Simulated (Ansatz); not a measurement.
Other spins and charges of HAl–AlH, triplet at one geometry

Geometry (PBE0/def2-TZVP stationary point for this spin, not checked as a minimum):

```yaml
atoms:
  - { symbol: Al, position_ang: [0.0000, 0.0000, 1.1500] }
  - { symbol: Al, position_ang: [0.0000, 0.0000, -1.1500] }
  - { symbol: H, position_ang: [0.0000, 0.0000, 2.7245] }
  - { symbol: H, position_ang: [0.0000, 0.0000, -2.7245] }
```

Basis cc-pVDZ; Ansatz 0.2.0. Only valence electrons are correlated (noble-gas cores frozen). Prefix R: restricted or restricted open-shell reference; prefix U: unrestricted. Active spaces: valence = (8e, 10o) chosen from the atoms' valence shells.

Gaps are energies of the second state less the first, at fixed atoms, for a selection of the levels run; each method lands on the state that its own search finds for that charge and spin.

For open shells CISD is restricted-active-space CI with the open shells as a complete middle space.

Removing an electron, to the quartet: 9.902 eV at UCCSDT(Q).

```json
{"level": "RHF", "gap (eV)": "9.118", "error (meV)": "-784"}
{"level": "UHF", "gap (eV)": "9.181", "error (meV)": "-721"}
{"level": "RMP2", "gap (eV)": "9.926", "error (meV)": "24"}
{"level": "UMP2", "gap (eV)": "9.905", "error (meV)": "3"}
{"level": "CISD", "gap (eV)": "9.792", "error (meV)": "-110"}
{"level": "RCCSD", "gap (eV)": "9.883", "error (meV)": "-19"}
{"level": "UCCSD", "gap (eV)": "9.884", "error (meV)": "-18"}
{"level": "RCCSD(T)", "gap (eV)": "9.910", "error (meV)": "8"}
{"level": "UCCSD(T)", "gap (eV)": "9.909", "error (meV)": "7"}
{"level": "BCCD(T)", "gap (eV)": "9.908", "error (meV)": "6"}
{"level": "RCCSDT", "gap (eV)": "9.900", "error (meV)": "-2"}
{"level": "UCCSDT", "gap (eV)": "9.900", "error (meV)": "-2"}
{"level": "RCCSDT(Q)", "gap (eV)": "9.902", "error (meV)": "0"}
{"level": "CASSCF (valence space)", "gap (eV)": "9.247", "error (meV)": "-655"}
{"level": "NEVPT2 (valence space)", "gap (eV)": "9.718", "error (meV)": "-184"}
{"level": "MRCISD (valence space)", "gap (eV)": "9.868", "error (meV)": "-34"}
{"level": "MRCISD+Q (valence space)", "gap (eV)": "9.931", "error (meV)": "29"}
{"level": "PBE", "gap (eV)": "9.918", "error (meV)": "16"}
{"level": "r2SCAN", "gap (eV)": "10.010", "error (meV)": "108"}
{"level": "PBE0", "gap (eV)": "10.080", "error (meV)": "178"}
{"level": "B3LYP", "gap (eV)": "10.154", "error (meV)": "252"}
{"level": "wB97M-V", "gap (eV)": "10.284", "error (meV)": "382"}
{"level": "B2PLYP", "gap (eV)": "10.097", "error (meV)": "195"}
{"level": "RPA-PBE", "gap (eV)": "10.046", "error (meV)": "144"}
```

Removing an electron, to the doublet: 6.800 eV at UCCSDT(Q).

```json
{"level": "RHF", "gap (eV)": "6.265", "error (meV)": "-535"}
{"level": "UHF", "gap (eV)": "6.289", "error (meV)": "-511"}
{"level": "CISD", "gap (eV)": "6.685", "error (meV)": "-115"}
{"level": "RCCSD", "gap (eV)": "6.735", "error (meV)": "-65"}
{"level": "UCCSD", "gap (eV)": "6.735", "error (meV)": "-65"}
{"level": "MRCISD (valence space)", "gap (eV)": "6.744", "error (meV)": "-56"}
{"level": "MRCISD+Q (valence space)", "gap (eV)": "6.807", "error (meV)": "7"}
{"level": "PBE", "gap (eV)": "7.022", "error (meV)": "222"}
{"level": "PBE0", "gap (eV)": "6.996", "error (meV)": "196"}
{"level": "B3LYP", "gap (eV)": "6.867", "error (meV)": "67"}
```

In so small a basis the reference is far from its limit while semilocal and hybrid functionals are nearer theirs (RPA and double hybrids share much of the reference's basis error), so the functionals' errors here hold much of the reference's basis and frozen-core error, which can add to them or hide them.

Full CI isn't at hand for all of this; UCCSDT(Q) serves as the reference, and is uncertain by about the last step of the cluster series. The frozen core follows each run's orbitals, which can shift R against U totals by a few meV.
